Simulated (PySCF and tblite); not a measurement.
Values are calculated unless marked as measured or tabulated.
Molecule: C4H10N2, numbered as in [CH3:1][C@@H:2]1[CH2:3][CH2:4][NH:5][NH:6]1; H are named by their carrier, a and b as at the first point (Å):

```
C1      -1.846    0.397    0.482
C2      -0.601    0.279   -0.380
C3       0.162   -1.058   -0.204
C4       1.600   -0.597    0.079
N5       1.684    0.819   -0.352
N6       0.371    1.332   -0.074
H1a     -2.572   -0.361    0.197
H1b     -2.295    1.379    0.351
H1c     -1.598    0.264    1.534
H2      -0.880    0.409   -1.435
H3a      0.110   -1.664   -1.109
H3b     -0.239   -1.640    0.624
H4a      2.356   -1.188   -0.436
H4b      1.812   -0.625    1.153
H5       1.614    0.731   -1.371
H6       0.340    1.553    0.921
```

The mean out-of-plane torsion at N5 (0° is planar) is held and the rest relaxed at GFN2-xTB. Energies: PBE0/pcSseg-1 + D3(BJ). Couplings: B3LYP/6-31G* with H pcJ-1 N pcJ-1, gas phase, for ¹H, ¹⁵N. Programs: tblite and PySCF.

Question: How do the most sensitive couplings change along the out-of-plane angle?

Answer: 
```
out-of-plane angle °  ¹J(N5,H5)  ¹J(N6,H6)  ³J(H4b,H5)  ³J(H5,H6)  ²J(N6,H5)  ³J(H3a,H4b)  ²J(H4a,H4b)  ²J(N5,H4a)  ³J(H4a,H5)
                 -45      -58.3      -69.7        13.1       14.7       -0.9          9.0        -13.1        -2.7         4.9
                 -29      -89.4      -70.8        10.2       13.8       -9.5          8.4        -12.1        -0.5         5.7
                   0     -116.2      -60.0        -2.2       -0.5      -12.3          2.4         -6.6        -1.9         0.4
                  28      -83.3      -54.5         3.6        0.8       -4.4          5.7         -8.2        -6.8        -0.5
                  44      -55.9      -56.8         7.7        5.8       -0.6          9.4         -9.4        -7.0        -0.1
```
Values in Hz.

Question: Set ³J(H4b,H5) against its H–C–N–H torsion.

Answer: 30°: 7.7 Hz, 45°: 3.6 Hz, 75°: -2.2 Hz, 142°: 10.2 Hz, 172°: 13.1 Hz.
